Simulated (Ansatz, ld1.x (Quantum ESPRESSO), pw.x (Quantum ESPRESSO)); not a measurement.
# pw.x on diamond K: one setting changed

Potential: PAW, ld1.x (Quantum ESPRESSO) 7.5, LDA (PW92); core [Ne], reference 3s2 3p6 4s0.75 4p0.25; waves: 3s (bound): rcut 1.75, rcutus 1.85 bohr; 4s (bound): rcut 1.75, rcutus 1.85 bohr; 3p (bound): rcut 2.30, rcutus 2.55 bohr; 4p (bound): rcut 2.30, rcutus 2.55 bohr; 3d channel at 0.05 Ry: rcut 1.90, rcutus 2.20 bohr; 3d channel at 0.45 Ry: rcut 1.90, rcutus 2.20 bohr; local part: all-electron potential smoothed inside 1.85 bohr (lloc = -2); core correction: Bessel-smoothed model core, default radius (core density twice the valence density); augmentation: PSQ, inside the norm-conserving radii.

The reference run (k-mesh 8³, cutoffs 40/320 Ry, Fermi–Dirac 0.01 Ry, mixing_beta 0.4, conv_thr 1e-9, no spin) gives 0.00 GPa at 96.222 Å³/atom, where all-electron LAPW gives -0.00 GPa. This run, with its own iteration cap, changes smearing to gauss.

```
&control
  calculation='scf', prefix='x', pseudo_dir='./', outdir='./tmp', tstress=.true., disk_io='none'
/
&system
  ibrav=0, nat=2, ntyp=1, ecutwfc=40, ecutrho=320, nbnd=17,
  occupations='smearing', smearing='gauss', degauss=0.01
/
&electrons
  conv_thr=1e-09, mixing_beta=0.4, electron_maxstep=60
/
ATOMIC_SPECIES
K 1.0 K.UPF
CELL_PARAMETERS angstrom
  0.00000000 4.58238379 4.58238379
  4.58238379 0.00000000 4.58238379
  4.58238379 4.58238379 0.00000000
ATOMIC_POSITIONS crystal
K 0.0000 0.0000 0.0000
K 0.2500 0.2500 0.2500
K_POINTS automatic
8 8 8 0 0 0
```

```bash
pw.x < K.scf.in > K.scf.out
```

How does the run end?

It converges in 7 iterations; the free energy moves by +19.0 meV/atom and the pressure by +0.00 GPa. Gaussian smearing of the same width is narrower in effect than Fermi–Dirac, so its quadratic term in F is smaller.

```
Message from routine setup:
     using ibrav=0 with symmetry is DISCOURAGED, use correct ibrav instead
     lattice parameter (alat)  =      12.2463  a.u.
     unit-cell volume          =    1298.6765 (a.u.)^3
     number of electrons       =        18.00
     number of Kohn-Sham states=           17
     kinetic-energy cutoff     =      40.0000  Ry
     charge density cutoff     =     320.0000  Ry
     scf convergence threshold =      1.0E-09
     Exchange-correlation= SLA  PW   NOGX NOGC
     number of k points=    29  Gaussian smearing, width (Ry)=  0.0100
     iteration #  1     ecut=    40.00 Ry     beta= 0.40
     total energy              =    -219.70827013 Ry
     estimated scf accuracy    <       0.00540104 Ry
     iteration #  2     ecut=    40.00 Ry     beta= 0.40
     total energy              =    -219.70804700 Ry
     estimated scf accuracy    <       0.00098387 Ry
     iteration #  3     ecut=    40.00 Ry     beta= 0.40
     total energy              =    -219.70834095 Ry
     estimated scf accuracy    <       0.00003979 Ry
     iteration #  4     ecut=    40.00 Ry     beta= 0.40
     total energy              =    -219.70836267 Ry
     estimated scf accuracy    <       0.00000046 Ry
     iteration #  5     ecut=    40.00 Ry     beta= 0.40
     total energy              =    -219.70836370 Ry
     estimated scf accuracy    <       0.00000012 Ry
     iteration #  6     ecut=    40.00 Ry     beta= 0.40
     total energy              =    -219.70836373 Ry
     estimated scf accuracy    <          2.2E-09 Ry
     iteration #  7     ecut=    40.00 Ry     beta= 0.40
     the Fermi energy is     0.6158 ev
!    total energy              =    -219.70836374 Ry
     estimated scf accuracy    <          3.7E-10 Ry
     smearing contrib. (-TS)   =      -0.00099555 Ry
     The total energy is F=E-TS. E is the sum of the following terms:
     one-electron contribution =     -87.47078998 Ry
     hartree contribution      =      51.00597919 Ry
     xc contribution           =     -55.04892838 Ry
     ewald contribution        =     -50.38779869 Ry
     one-center paw contrib.   =     -77.80583032 Ry
     convergence has been achieved in   7 iterations
          total   stress  (Ry/bohr**3)                   (kbar)     P=        0.02
     Message from routine punch:
     Nothing written, as per user request (disk_io='none')
```

The run took about 80 s on one core of a shared host (Neoverse-V1, 32 threads, 247 GiB, load 30).
